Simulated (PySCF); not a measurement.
Electronic absorption of [C2H8N]+

C₂H₈N (charge +1).
Geometry (GFN2-xTB, Å), atoms numbered from 1 in this order:
```
atom  x, y, z in Å
C1     1.1312    0.4778   -0.2508
C2     0.1225   -0.6189    0.0201
N3    -1.2352   -0.0173    0.2322
H4     2.1115    0.0367   -0.4050
H5     0.8771    1.0374   -1.1476
H6     1.2073    1.1636    0.5895
H7     0.3916   -1.1805    0.9156
H8     0.0633   -1.3085   -0.8230
H9    -1.9442   -0.7377    0.4190
H10   -1.2057    0.6352    1.0277
H11   -1.5140    0.5148   -0.6037
```

Level of theory: TDDFT PBE0/def2-SVPD, vertical, gas phase, core orbitals frozen in the response in PySCF 2.14.0, density-fitted response routines.

Predict the UV-vis stick spectrum at this level.

```
state  E (eV)  ν̃ (cm⁻¹)       f  symmetry  main configurations (H = HOMO, L = LUMO)
   S1    9.04      72890  0.0014         –                                 H→L (99%)
   S2    9.66      77900   0.046        A′                               H-1→L (94%)
   S3    9.94      80190   0.019        A′                               H-2→L (95%)
   S4   10.66      85950   0.032        A″                  H→L+1 (77%), H→L+3 (20%)
   S5   10.79      87000   0.053        A′                               H→L+2 (98%)
   S6   10.82      87250   0.018        A″                  H→L+3 (78%), H→L+1 (20%)
```

Triplets, Tamm–Dancoff:

| state | E (eV) | λ (nm) | main configurations (H = HOMO, L = LUMO) |
| --- | --- | --- | --- |
| T1 | 8.89 | 139.4 | H→L (96%) |
| T2 | 9.41 | 131.8 | H-1→L (94%) |

The lowest singlet lies at 9.04 eV (137 nm, vacuum ultraviolet) and is very weak; its leading configuration is HOMO→LUMO (99%). The most intense listed level is S5 at 10.79 eV (115 nm, f = 0.053), 1.75 eV above S1. Löwdin shares by element: HOMO carbon 53%, hydrogen 27% or more (atoms not listed hold the other 19%); LUMO hydrogen 49% or more, nitrogen 22% (atoms not listed hold the other 29%). Of the 6 states listed, 5 reach f = 0.01 and none stays under 0.0005. The listed states span 1.78 eV, and the widest gap between neighbours is 0.71 eV (S3 to S4). Orbital energies (eV): HOMO-3 -17.88, HOMO-2 -16.25, HOMO-1 -15.79, HOMO -15.32, LUMO -5.02, LUMO+1 -3.37, LUMO+2 -3.30. No computed singlet lies in the visible range (380 to 750 nm); the lowest, at 137 nm, stands 5.77 eV above its violet end (3.26 eV). Symmetry labels in Cs follow from the direction of the transition dipole and are given only for states with f of 0.002 or more. Only the lowest 6 singlets were computed, as vertical energies without vibronic structure.

The run took 10 s on an Arm Neoverse N1 with one thread, no GPU (shared host).
